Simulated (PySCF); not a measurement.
## Bonding in `C=C(C)CNC`

Species: C5H11N.
Atom-mapped SMILES: `[CH2:1]=[C:2]([CH3:3])[CH2:4][NH:5][CH3:6]` (hydrogens: H7, H8 on C1; H9, H10, H11 on C3; H12, H13 on C4; H14 on N5; H15, H16, H17 on C6)

Structure used (GFN2-xTB), in Å, numbered top down from 1:
```
atom  x, y, z in Å
C1    -1.6416   -0.6194   -1.3320
C2    -1.1129   -0.0765   -0.2478
C3    -1.8409    0.0268    1.0551
C4     0.2873    0.4738   -0.2279
N5     1.0967   -0.2589    0.7361
C6     2.4620    0.2149    0.7981
H7    -2.6429   -1.0164   -1.3369
H8    -1.1021   -0.6834   -2.2625
H9    -2.7798   -0.5193    1.0273
H10   -2.0485    1.0723    1.2817
H11   -1.2126   -0.3646    1.8525
H12    0.7190    0.4493   -1.2441
H13    0.2653    1.5191    0.1024
H14    1.0870   -1.2457    0.4910
H15    2.9849    0.1826   -0.1707
H16    3.0148   -0.3909    1.5139
H17    2.4573    1.2483    1.1471
```

Bond orders from the PBE0/pcSseg-1 density (PySCF). The structure is a single GFN2-xTB conformer in the gas phase; no vibrational or solvent corrections.

Q: Where do the orders between heavy atoms depart from those drawn in the SMILES?

A: The largest departure is 0.044, at C2–C4 (drawn single, 1.044) and C2–C3 (drawn single, 1.042).

Q: Set the Mayer orders of the bonds between heavy atoms beside their lengths.

A: 
| bond | drawn as | length (Å) | Mayer order |
| --- | --- | --- | --- |
| C1–C2 | double | 1.323 | 1.983 |
| C2–C3 | single | 1.496 | 1.042 |
| C2–C4 | single | 1.505 | 1.044 |
| C4–N5 | single | 1.457 | 0.968 |
| N5–C6 | single | 1.446 | 1.000 |

Bonds between the same two heavy elements. C–C: lowest C2–C3 and C2–C4 (1.042, 1.496 Å), highest C1–C2 (1.983, 1.323 Å). C–N: lowest C4–N5 (0.968, 1.457 Å), highest N5–C6 (1.000, 1.446 Å). Bonds named together lie within 0.004.

Q: And the bonds to hydrogen?

A: C–H: 0.93 to 0.97 (10 bonds); H–N: 0.93 (1 bond).

Q: Sum the orders of all bonds at each heavy atom with more than one neighbour and set the sums beside the valence in the SMILES.

A: C1 3.867 (drawn 4), C2 4.069 (drawn 4), C3 3.889 (drawn 4), C4 3.876 (drawn 4), N5 2.901 (drawn 3), C6 3.893 (drawn 4). Orders between atoms that aren't bonded are not in these sums.

Mayer orders depend on the basis set.
